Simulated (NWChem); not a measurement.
The numbers come from NWChem runs, not from measurements. System: BF3, charge 0, spin multiplicity 1, at a geometry optimised with B3LYP/def2-SVP. The structure started from a generated list of species. Level: MP2/def2-TZVP, 4 core orbitals frozen.

Input file:

```
start mol
memory heap 200 mb stack 900 mb global 1100 mb
geometry units angstroms nocenter noautoz
  B      0.000000     0.000000    -0.000000
  F      0.000000     0.000000     1.313698
  F      1.137710     0.000000    -0.656849
  F     -1.137710     0.000000    -0.656849
  symmetry group C2v
end
basis spherical
  * library def2-tzvp
end
scf
  rhf
  nopen 0
  maxiter 100
  thresh 1e-7
  semidirect memsize 60000000 filesize 0
end
mp2
  freeze core 4
end
task mp2 energy
```

NWChem printed:

```
             Northwest Computational Chemistry Package (NWChem) 7.3.0
             --------------------------------------------------------

                                NWChem Input Module
                                -------------------

 Scaling coordinates for geometry "geometry" by  1.889725989
 (inverse scale =  0.529177249)

 Turning off AUTOSYM since
 SYMMETRY directive was detected!

                             Geometry "geometry" -> ""
                             -------------------------

 Output coordinates in angstroms (scale by  1.889725989 to convert to a.u.)

  No.       Tag          Charge          X              Y              Z
 ---- ---------------- ---------- -------------- -------------- --------------
    1 B                    5.0000     0.00000000     0.00000000     0.00000000
    2 F                    9.0000     0.00000000     0.00000000     1.31369800
    3 F                    9.0000     1.13771000     0.00000000    -0.65684900
    4 F                    9.0000    -1.13771000     0.00000000    -0.65684900

 Effective nuclear repulsion energy (a.u.)     110.8927124002

            Nuclear Dipole moment (a.u.)
            ----------------------------
        X                 Y               Z
 ---------------- ---------------- ----------------
     0.0000000000     0.0000000000     0.0000000000

      Symmetry information
      --------------------

 Group name             C2v
 Group number             16
 Group order               4
 No. of unique centers     3

      Symmetry unique atoms

     1    2    3


 Summary of "ao basis" -> "" (spherical)
 ------------------------------------------------------------------------------
       Tag                 Description            Shells   Functions and Types
 ---------------- ------------------------------  ------  ---------------------
 *                         def2-tzvp                  on all atoms

 Summary of "ao basis" -> "ao basis" (spherical)
 ------------------------------------------------------------------------------
       Tag                 Description            Shells   Functions and Types
 ---------------- ------------------------------  ------  ---------------------
 B                         def2-tzvp                11       31   5s3p2d1f
 F                         def2-tzvp                11       31   5s3p2d1f

                                 NWChem SCF Module
                                 -----------------

  ao basis        = "ao basis"
  functions       =   124
  atoms           =     4
  closed shells   =    16
  open shells     =     0
  charge          =   0.00
  wavefunction    = RHF
  use symmetry    = T
  symmetry adapt  = T

 Summary of "ao basis" -> "ao basis" (spherical)
 ------------------------------------------------------------------------------
       Tag                 Description            Shells   Functions and Types
 ---------------- ------------------------------  ------  ---------------------
 B                         def2-tzvp                11       31   5s3p2d1f
 F                         def2-tzvp                11       31   5s3p2d1f

      Symmetry analysis of basis
      --------------------------

        a1         49
        a2         16
        b1         35
        b2         24

 Forming initial guess at       0.0s

      Superposition of Atomic Density Guess
      -------------------------------------

 Sum of atomic energies:        -322.78894796

      Non-variational initial energy
      ------------------------------
[...]
  ----- ------------  ---------------      ----- ------------  ---------------
     4      2.781416  1 B  s                  5     -2.327362  1 B  s
     3     -0.372968  1 B  s                 36     -0.295518  2 F  s
    67     -0.295464  3 F  s                 98     -0.295464  4 F  s
    45      0.279204  2 F  pz                24      0.261934  1 B  d  2
    74      0.241779  3 F  px               105     -0.241779  4 F  px

 Vector   18  Occ=0.000000D+00  E= 1.383395D-01  Symmetry=b2
              MO Center=  7.5D-17,  9.0D-15, -2.0D-06, r^2= 5.7D+00
   Bfn.  Coefficient  Atom+Function         Bfn.  Coefficient  Atom+Function
  ----- ------------  ---------------      ----- ------------  ---------------
    13      1.161882  1 B  py                44     -0.225805  2 F  py
    75     -0.225804  3 F  py               106     -0.225804  4 F  py
     7      0.175818  1 B  py

 Vector   19  Occ=0.000000D+00  E= 1.844050D-01  Symmetry=a1
              MO Center=  2.5D-10, -1.9D-16, -2.6D-01, r^2= 7.7D+00
   Bfn.  Coefficient  Atom+Function         Bfn.  Coefficient  Atom+Function
  ----- ------------  ---------------      ----- ------------  ---------------
    14      1.694787  1 B  pz                11     -1.054911  1 B  pz
    45     -0.446774  2 F  pz                76     -0.287477  3 F  pz
   107     -0.287477  4 F  pz                22     -0.266184  1 B  d  0
    36      0.216753  2 F  s                 24      0.153677  1 B  d  2

 center of mass
 --------------
 x =   0.00000000 y =   0.00000000 z =   0.00000000

 moments of inertia (a.u.)
 ------------------
         175.629326260948           0.000000000000           0.000000000000
           0.000000000000         351.263024109514           0.000000000000
           0.000000000000           0.000000000000         175.633697848566

  Mulliken analysis of the total density
  --------------------------------------

    Atom       Charge   Shell Charges
 -----------   ------   -------------------------------------------------------
    1 B    5     4.08   0.91  1.07  0.45  0.06  0.00  0.85  0.23  0.04  0.19  0.19  0.09
    2 F    9     9.31   0.77  1.20  0.59  0.99  0.36  2.25  2.28  0.85  0.00  0.01  0.00
    3 F    9     9.31   0.77  1.20  0.59  0.99  0.36  2.25  2.28  0.85  0.00  0.01  0.00
    4 F    9     9.31   0.77  1.20  0.59  0.99  0.36  2.25  2.28  0.85  0.00  0.01  0.00

       Multipole analysis of the density wrt the origin
       ------------------------------------------------

     L   x y z        total         open         nuclear
     -   - - -        -----         ----         -------
     0   0 0 0     -0.000000      0.000000     32.000000

     1   1 0 0     -0.000000      0.000000      0.000000
     1   0 1 0      0.000000      0.000000      0.000000
     1   0 0 1      0.000012      0.000000      0.000000

     2   2 0 0    -16.441404      0.000000     83.201916
     2   1 1 0      0.000000      0.000000      0.000000
     2   1 0 1     -0.000000      0.000000      0.000000
     2   0 2 0    -12.969945      0.000000      0.000000
     2   0 1 1     -0.000000      0.000000      0.000000
     2   0 0 2    -16.441311      0.000000     83.199845

                   NWChem MP2 Semi-direct Energy/Gradient Module
                   ---------------------------------------------

  Basis functions       =    124
  Molecular orbitals    =    124
  Frozen core           =      4
  Frozen virtuals       =      0
  Active alpha occupied =     12
  Active beta occupied  =     12
  Active alpha virtual  =    108
  Active beta virtual   =    108
  Use MO symmetry       = T
  Use skeleton AO sym   = T

  AO/Fock/Back tols     =   1.0D-09  1.0D-09  1.0D-09

 GA uses MA = F    GA memory limited = T

 Available:
  local mem=  1.26D+08
 global mem=  1.44D+08
 local disk=  0.00D+00
  mp2_memr nvloc                   108
  nvloc new                   108
   1 passes of  12:        5242880                      96141                  33250613.
   1 passes of  12: M    126152540           G      144148448           F     120909660.

 Semi-direct pass number   1 of   1  for RHF alpha+beta  at        1.8s
  vrange nnbf                  7540
  mp2_eaftype                   126  avail_ma_in_mb                  1099
 EAF : mp2_eaftype filesize         126   16625306.
  mp2_eaf for mointskh                    126
Node 0 wrote     78.2 Mb in      0.1 s     Agg I/O rate:  1021.9 Mb/s
 Done moints_semi at        4.4s
  mp2_eaftype                   126  avail_ma_in_mb                   973
 EAF : mp2_eaftype filesize         126   16625306.
  mp2_eaf for kh                   126
 Done maket at        4.6s
 Done multipass loop at        4.6s

          -------------------------------------------
          SCF energy                -323.343696195745
          Correlation energy          -0.833749021007
          Singlet pairs               -0.502111597842
          Triplet pairs               -0.331637423165
          Total MP2 energy          -324.177445216752
          -------------------------------------------

          ---------------------------------------------------
                    Spin Component Scaled (SCS) MP2
          Same spin pairs                     -0.221091615444
          Same spin scaling factor             0.333333333333
          Opposite spin pairs                 -0.612657405563
          Opposite spin scaling fact.          1.200000000000
          SCS-MP2 correlation energy          -0.808886091824
          Total SCS-MP2 energy              -324.152582287569
          ---------------------------------------------------

 -----------------------
 Performance information
 -----------------------

 Timer overhead =  9.62D-08 seconds/call

               Nr. of calls         CPU time (s)                 Wall time (s)                GFlops
             ---------------    -------------------     ------------------------------   -------------------
Name         Min   Avg   Max    Min     Avg     Max     Min     Avg     Max   Mx/calls   Min     Max     Sum
mp2: moin     1     1     1    2.7     2.7     2.7      2.7     2.7     2.7     2.7      0.0     0.0     0.0
mp2: make     1     1     1   0.22    0.22    0.22     0.22    0.22    0.22    0.22      0.0     0.0     0.0
mp2: tota     1     1     1    2.9     2.9     2.9      2.9     2.9     2.9     2.9      0.0     0.0     0.0

 The average no. of pstat calls per process was 3.00D+00
 with a timing overhead of 2.89D-07s

 Task  times  cpu:        4.6s     wall:        4.6s

 Total times  cpu:        4.6s     wall:        4.6s
```
